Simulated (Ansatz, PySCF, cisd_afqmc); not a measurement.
System: OF₂, charge 0, singlet. OF2 (SMILES FOF).
B3LYP-D3(BJ)/def2-TZVP minimum from Ansatz (a first-principles code):
```xyz
3

F      0.0392     1.1006    -0.2795
O     -0.0196     0.0082     0.5973
F     -0.0218    -1.1078    -0.2514
```

Atomisation energy term by term, kcal/mol (programs: Ansatz, cisd_afqmc). Radicals and triplets start from unrestricted determinants; spin-orbit coupling is neglected. Cores are frozen in correlated methods. Rows without X2C or -DK are non-relativistic. AFQMC/CISD: phaseless, guided by CISD from CCSD amplitudes; bars are statistical, one sigma. Outlying blocks are dropped, and bars are widened where a walk drifts. Over all cases where full CI ran beside it in this data, AFQMC minus full CI had a median of +0.1 mEh and passed +0.4 mEh in a tenth of the cases. CBS(X,Y): correlation extrapolated as X^-3, Hartree-Fock from the larger set (Q,5: extrapolated as (X+1)exp(-9√X)). A bracket is a step between two methods taken in the basis named. '+ core + X2C': CCSD(T) terms for core correlation (cc-pwCVTZ) and scalar relativity (cc-pVTZ-DK). The restricted determinant of F2O (FOF, singlet) is unstable towards broken spin symmetry in at least one set run.

```tsv
term	basis	kcal/mol
Hartree-Fock	CBS(cc-pVQZ,cc-pV5Z)	-40.19
CCSD correlation	CBS(cc-pVQZ,cc-pV5Z)	119.43
(T)	CBS(cc-pVQZ,cc-pV5Z)	13.77
CCSDT(Q) - CCSD(T)	cc-pVTZ	1.09
core correlation	cc-pwCVTZ	0.09
scalar relativity	X2C, cc-pVTZ-DK	-0.10
minus zero-point energy	Hessian by PySCF at B3LYP-D3(BJ)/def2-TZVP	-3.41
sum: D0		90.7
```

The step beyond CCSD(T) by other levels: AFQMC/CISD in cc-pVDZ 0.82 ± 0.28; CCSDT(Q) in cc-pVDZ 1.66; AFQMC/CISD in cc-pVTZ 0.64 ± 0.26 kcal/mol.
